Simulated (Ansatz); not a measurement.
# CO (triplet): wave-function methods side by side, cc-pVDZ

An exercise on one series of results from a longer session: the logs are not shown, and one member is left open.

Computed with Ansatz 0.2.0, Gaussian basis. Level: cc-pVDZ, core rule «outside noble gas», up to 2 orbitals frozen.

To be run: UHF; CCSD(T) on ROHF; CCSD(T) on UHF; BCCD(T) on ROHF; CISD; CCSDT(Q) on ROHF; CCSDT(Q) on UHF; CASSCF and MRCISD+Q, 10 electrons in 8 orbitals; CASSCF and NEVPT2, 10 electrons in 8 orbitals.

13 further runs of the same task are left out: 2 for a mislabelled method, 7 that didn't finish, 4 set aside as unsound or not needed.

## What is computed

The geometry is a PBE0/def2-TZVP stationary point (not a proven minimum) of the parent state, kept for this charge and spin.

2 atoms, charge 0, spin multiplicity 3.

Atoms are counted from 1 here; the program's logs count them from 0.

Bond lengths: O1–C2 1.123 Å.

Coordinates:

```xyz
2
CO
O     0.0000    0.0000    0.0000
C     0.0000    0.0000    1.1234
```

The first run:

The input, in.yaml:

```yaml
crystal:
  periodic: [false, false, false]
  atoms:
    - {symbol: O, position_ang: [0.000000, 0.000000, 0.000000]}
    - {symbol: C, position_ang: [0.000000, 0.000000, 1.123387]}
basis:
  gaussian: {orbitals: cc-pVDZ}
magnetization: {spin_polarized: true, initial_magnetization: 2}
hamiltonian: {xc: hf}
output: {orbitals: {seedname: orbitals}}
```

Run with:

```
$ ansatz run in.yaml --threads 1 --pin off --events-out ev --progress --plain --max-ram 2176MiB
```

Steps of the session up to this table: UHF; CCSD(T) on ROHF; CCSD(T) on UHF; BCCD(T) on ROHF; CISD; CCSDT(Q) on ROHF; CCSDT(Q) on UHF; CASSCF and MRCISD+Q, 10 electrons in 8 orbitals; CASSCF and NEVPT2, 10 electrons in 8 orbitals.

One of the session's tables, all rows but one given; the rest of the session is left out.

| method | from UCCSDT(Q) (meV) |
| --- | --- |
| ROHF | +7549.4 |
| UHF | +7311.4 |
| RMP2 | ? |
| UMP2 | +680.9 |
| CISD | +666.9 |
| RCCSD | +273.4 |
| UCCSD | +263.9 |
| RCCSD(T) | +46.6 |
| UCCSD(T) | +51.9 |
| BCCD(T) | +49.6 |
| RCCSDT | +26.3 |
| UCCSDT | +25.2 |
| RCCSDT(Q) | +5.3 |
| UCCSDT(Q) | 0 |
| CASSCF valence | +5058.6 |
| NEVPT2 valence | +888.1 |
| MRCISD valence | +259.3 |
| MRCISD+Q valence | +26.3 |

Q: Estimate the row for RMP2 from the others.

As computed: from UCCSDT(Q) (meV): +559.9. In the column «from UCCSDT(Q) (meV)» it lies between RCCSD (+273.4) and CISD (+666.9).

To keep in mind: Restricted and unrestricted rows rest on different reference determinants; where their highest levels disagree by more than a few hundredths of an eV, they describe different states and don't form one ladder.
